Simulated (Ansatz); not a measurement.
A made-up structure of CH₃BN, doublet:

```xyz
6
angstrom
B -0.7948 0.2244 -0.6384
N 0.3259 -0.0626 0.1272
C 1.3587 -0.2942 0.6847
H 0.5939 0.7841 0.6288
H -1.1447 1.3628 -0.7179
H 1.6151 -0.5477 1.7139
```

It is relaxed with PBE-D4/def2-SVP and then PBE0-D4/def2-TZVP (Ansatz 0.2.0). Atoms count as bonded within 1.22 times the sum of their covalent radii (H–H: 0.88 Å). The end point is not checked to be a true minimum.

Question: Does its bonding change? (A judgement: the text doesn't fix the answer.)

Answer: Computed: Yes. Formed: C3–H4; broken: N2–H4.

Where it ends: The first stage lowers the energy by 5.75 eV in 13 steps. It ends as CH₃BN ([BH][N][CH2]):
| atom | x (Å) | y (Å) | z (Å) |
| --- | --- | --- | --- |
| B1 | -0.8753 | 0.4766 | -0.5325 |
| N2 | 0.1424 | 0.2801 | 0.1725 |
| C3 | 1.2104 | 0.0735 | 0.9126 |
| H4 | 1.9505 | 0.8572 | 1.0284 |
| H5 | -1.8256 | 0.6601 | -1.1902 |
| H6 | 1.3516 | -0.8808 | 1.4074 |

Labels in which every atom is bracketed show which atoms are joined, not bond orders.

For scale, one of the runs: PBE0-D4/def2-TZVP relaxation, 111 basis functions, launched by `ansatz run in.yaml --threads 2 --pin off --events-out ev --progress --plain --max-ram 4352MiB`. The run took about 18 s on 2 CPU threads of an Arm Neoverse N1 (shared host).
